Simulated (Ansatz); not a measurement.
A calculation with Ansatz (development build ahead of 0.2.0).

```yaml
crystal:
  periodic: [false, false, false]
  atoms:
    - { symbol: Si, position_ang: [-0.03102, -0.03852, -0.69869] }
    - { symbol: O, position_ang: [-0.02527, -0.04626, 1.19193] }
basis:
  gaussian: { orbitals: def2-SVP }
hamiltonian:
  xc: hf
```

The input is written out in the form of the current development build from the run's settings.

The run gave:

```yaml
Converged: yes
Total_energy: -363.52297 hartree
Spin_squared_of_the_determinant: 0.000
```

Caution: stretched shape with no unrestricted run beside it, a lower state can exist.
